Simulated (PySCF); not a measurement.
Dissociation curve of CS, singlet. Each curve is given relative to its own lowest point near equilibrium.

```csv
R / Å,A,B,C
1.23,572.3,581.5,594.9
1.29,347.2,353.3,366.2
1.39,122.5,124.9,135.2
1.45,51.3,52.3,59.9
1.50,17.8,18.1,22.8
1.53,6.5,6.6,9.4
1.57,0.0,0.0,0.0
1.63,4.7,5.0,0.3
1.70,26.6,27.8,16.8
1.77,60.5,63.1,45.3
1.90,142.2,148.3,116.8
2.06,256.4,262.6,217.1
2.31,432.6,387.9,346.4
2.51,557.9,453.1,420.9
2.73,671.9,495.9,479.6
3.03,773.7,526.3,526.9
3.38,830.4,543.3,551.5
3.79,863.8,552.5,564.0
4.15,880.6,556.2,569.0
4.55,891.4,557.9,571.6
5.32,899.2,559.1,572.7
6.12,900.8,559.5,573.0
```

Energies in kJ/mol.

Question: Assign the columns to these levels of theory: restricted CAM-B3LYP/6-31G run with PySCF 2.14.0; unrestricted B3LYP/6-31G in PySCF; PySCF 2.14.0 with unrestricted wB97X-V/6-31G.

Answer: A is RKS-CAM-B3LYP; B is UKS-wB97X-V; C is UKS-B3LYP.

The unrestricted solution behind UKS-wB97X-V changes between 2.06 and 2.31 Å, which can leave a kink. The unrestricted determinant behind UKS-wB97X-V, UKS-B3LYP is spin-contaminated at 2.06 to 6.12 Å (<S²> up to 2.0, against 0.00 for a pure singlet). The restricted form behind RKS-CAM-B3LYP keeps the bonding electrons paired and can't separate into open-shell fragments.
